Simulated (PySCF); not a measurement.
O3, SMILES [O+]([O-])=O (connectivity only; charge and spin as stated), charge -1, multiplicity 2. Atoms are numbered in the order given.

```xyz
3

O      0.0000     1.1550     0.2425
O      0.0000     0.0000    -0.4850
O      0.0000    -1.1550     0.2425
```
Charge -1, spin multiplicity 2.

Geometry optimised at PBE-D3(BJ)/def2-TZVPD. The isomer is the one that the SMILES or the coordinates give; other isomers of the formula were not compared.

The numbers are results of PBE/pcH-1 (PySCF), not measurements.

Unrestricted Kohn–Sham, ⟨S²⟩ = 0.751. Hyperfine tensors hold the contact and dipolar terms, without spin-orbit corrections.

Computed hyperfine couplings:
```tsv
nucleus	A(iso) (MHz)	A(iso) (G)	dipolar principal values (MHz)
17O no. 1	-9.8	-3.5	-109.3, 54.4, 54.9
17O no. 2	-27.3	-9.7	-144.0, 70.2, 73.9
17O no. 3	-9.8	-3.5	-109.3, 54.4, 54.9
```

Task: And the g tensor (effective nuclear charges for spin-orbit coupling, GIAO)? (An estimate is asked for; the answer gives what the named calculation found.)

Result: principal values 2.0019, 2.0119, 2.0194; isotropic 2.0111.
